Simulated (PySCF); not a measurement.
Geometry:
```tsv
atom	x (Å)	y (Å)	z (Å)
B1	1.655	-0.056	-0.037
B2	0.074	-0.348	0.349
C3	-1.213	0.304	-0.266
H4	2.310	0.803	0.516
H5	2.246	-0.718	-0.864
H6	-0.109	-1.161	1.242
H7	-1.946	-0.475	-0.539
H8	-1.702	0.875	0.546
H9	-1.063	0.978	-1.121
```

- PBE0/pcSseg-1 with gauge-including orbitals
- geometry from PBE0-D3(BJ)/def2-SVP
- run in PySCF 2.14.0 with density-fitted response routines
- one averaged value for each set of equivalent atoms, one conformer, isolated molecule, relativity neglected

Shifts are taken against calculated references (same method and geometry level): 13C (σref 184.41) and 1H (σref 31.27) vs TMS; 11B (σref 100.73) against BF3·OEt2.

```
   atoms  nucleus  count  δ (ppm)
   H4/H5       1H      2     9.74
      B2      11B      1    105.9
      B1      11B      1    106.2
H7/H8/H9       1H      3     1.40
      H6       1H      1        ?
      C3      13C      1        ?
```

Task: Fill in the missing shifts.

Result: 
- C3: 13.3 ppm, methyl carbon bonded to B
- H6: 9.28 ppm, hydrogen on a boron bonded to C, B

Hydrogens on boron are broadened and split by 11B (spin 3/2, 80 %) and 10B (spin 3). A carbon bonded to boron is broadened by the quadrupolar boron nucleus and is often missing from a measured spectrum. Shifts are as computed. Against solution values, carbons near 30 ppm lie about +2 ppm off and those near 130 ppm about +5 ppm. Of 1309 compounds with measured shifts, 239 miss one by over three times the rms of a fit or turn the order of signals round; such compounds aren't used in these exercises.
